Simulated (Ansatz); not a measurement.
Cartesian coordinates (Å):
SMILES: [SiH4]
```xyz
5

Si     0.0000     0.0000     0.0000
H     -0.3324    -0.6450     1.3026
H     -0.6165     1.3565    -0.0546
H      1.4803     0.1212    -0.1311
H     -0.5314    -0.8327    -1.1169
```
Charge 0, spin multiplicity 1.

Calculation: frozen-core CCSD(T)/cc-pVDZ // B3LYP-D3(BJ)/def2-SVP run with Ansatz (a quantum-chemistry and plane-wave program).

HF energy: -291.24287 Ha
MP2 correlation energy: -0.11641 Ha

Task: Estimate the CCSD correlation energy, the (T) correction, the total energy and the T1 diagnostic.

Result: 
```
Quantity                        Result
-----------------------  -------------
CCSD correlation energy    -0.14747 Ha
(T) correction             -0.00246 Ha
CCSD(T) total energy     -291.39280 Ha
T1 diagnostic                    0.010
```
